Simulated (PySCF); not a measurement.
Magnetisability: `NC[C@H]1[C@H]2C[C@@H]12`, C$_{5}$H$_{9}$N

Cartesian coordinates in Å; atom numbers follow the order of the lines, from 1:
```xyz
15

N    -2.1267   -0.4784   -0.6809
C    -1.0042   -0.9434    0.1103
C    -0.2449    0.1466    0.8419
C     1.2157    0.1047    1.1545
C     1.7740    0.1152   -0.2298
C     0.7062    1.0826    0.1596
H    -1.8004    0.2265   -1.3415
H    -2.7998   -0.0006   -0.0830
H    -0.3201   -1.5023   -0.5476
H    -1.3704   -1.6784    0.8473
H    -0.8510    0.6347    1.6211
H     1.7240    0.2928    2.0994
H     2.7832    0.5286   -0.3395
H     1.5608   -0.7057   -0.9272
H     0.7487    2.1705    0.1914
```

Level of theory: PySCF 2.14.0, GIAO HF/pcSseg-1 magnetisability, rotational g tensor and spin-rotation constants, non-relativistic, gas phase. Geometry: PBE0-D3(BJ)/def2-SVP.

Q: What are the magnetisability and the molar susceptibility?

A: Isotropic -1210 × 10⁻³⁰ J/T², or -72.9 × 10⁻⁶ cm³/mol; principal values -1305, -1220, -1105 × 10⁻³⁰ J/T², anisotropy 174 × 10⁻³⁰ J/T² (root of half the summed squared differences of the principal values). The susceptibility is in cgs units.

Q: Split it along the inertial axes a, b, c into diamagnetic and paramagnetic parts about the centre of mass, with the quadrupole moment.

A: 
```
axis  χ (10⁻⁶ cm³/mol)  diamagnetic (10⁻⁶ cm³/mol)  paramagnetic (10⁻⁶ cm³/mol)  summed x² of all electrons (Å²)  quadrupole Θ (D Å)
   a             -76.9                      -234.4                        157.4                            115.8               -4.36
   b             -70.8                      -602.0                        531.2                             29.2               +2.30
   c             -70.8                      -615.2                        544.4                             26.1               +2.06
```
Anisotropies 2χaa − χbb − χcc = -12.2 and 2χbb − χaa − χcc = +6.1 × 10⁻⁶ cm³/mol. Θ is traceless in Buckingham's convention.

Q: And the rotational g tensor?

A: 
| axis | rotational constant (GHz) | g | nuclear part | electronic part |
| --- | --- | --- | --- | --- |
| a | 8.5879 | +0.0439 | 0.6791 | -0.6352 |
| b | 2.3781 | +0.0010 | 0.5944 | -0.5934 |
| c | 2.3154 | +0.0011 | 0.5933 | -0.5921 |

Asymmetric top; isotopes 12C, 1H, 14N; no vibrational averaging.
